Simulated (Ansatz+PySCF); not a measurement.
The numbers below are computed, except where a source is named.
## PySCF 2.14.0 run

```python
from pyscf import gto, dft

mol = gto.M(atom="""
F 0.030230 -0.349880 -1.214150
H 0.022930 0.411570 -0.806890
F 0.036360 0.375590 1.160850
H 0.000370 -0.496340 0.827060
""", basis='def2-svp', charge=0, spin=0)
mf = dft.UKS(mol, xc='wb97x')
mf.init_guess = 'minao'
mf.kernel()
while True:  # follow internal instabilities
    mo, _, stable, _ = mf.stability(return_status=True)
    if stable: break
    mf.kernel(mf.make_rdm1(mo, mf.mo_occ))
print(mf.converged, mf.e_tot, mf.spin_square()[0])
```

The script is written out from the run's settings.

Results

| Property | Result |
| --- | --- |
| Converged | yes |
| Total energy | -200.67096 hartree |
| Spin squared of the determinant | 0.000 |
